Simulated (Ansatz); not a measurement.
Results of r²SCAN+SOC (Ansatz, a first-principles code, PAW) for zinc-blende HgTe.

Settings: plane-wave cutoff 560 eV, 10×10×10 k mesh, Fermi–Dirac smearing 0.01 eV, PAW data made under PBE.

Pressure at four volumes; x = ln(V/35.125 Å³). One pressure is withheld.

| V (Å³/atom) | x | P (GPa) |
|---|---|---|
| 33.018 | -0.0619 | 2.96 |
| 35.125 | 0.0000 | 0.00 |
| 36.530 | 0.0392 | -1.45 |
| 37.233 | 0.0583 | ? |

Task: Pass a parabola P(x) through the three rows shown, estimate the bulk modulus and its pressure derivative near zero pressure, and predict the withheld pressure.

Result: Slopes between the rows: (0.00 − (2.96))/(0.0000 − (-0.0619)) = -47.82 and (-1.45 − (0.00))/(0.0392 − (0.0000)) = -36.99 GPa. Their difference over the span 0.1011 is c = 10.83/0.1011 = 107.1 GPa, so P(x) = 2.96 + (-47.82)(x − (-0.0619)) + 107.1 (x − (-0.0619))(x − (0.0000)). At the middle row B = −dP/dx = −[-47.82 + 107.1 × 0.0619] = 41.2 GPa, and B′ = dB/dP = 2c/B = 5.2. At x = 0.0583 the parabola gives -2.04 GPa; the run gives -2.05 GPa. The Birch–Murnaghan fit to the energies at all volumes has B0 = 40.9 GPa and B′ = 5.1.

Measured, for comparison: bulk modulus 42.3 GPa (temperature not stated, not corrected to a static lattice; as tabulated in Toher et al. (2017), arXiv:1611.05714). Computed less measured: bulk modulus -3.3 %.
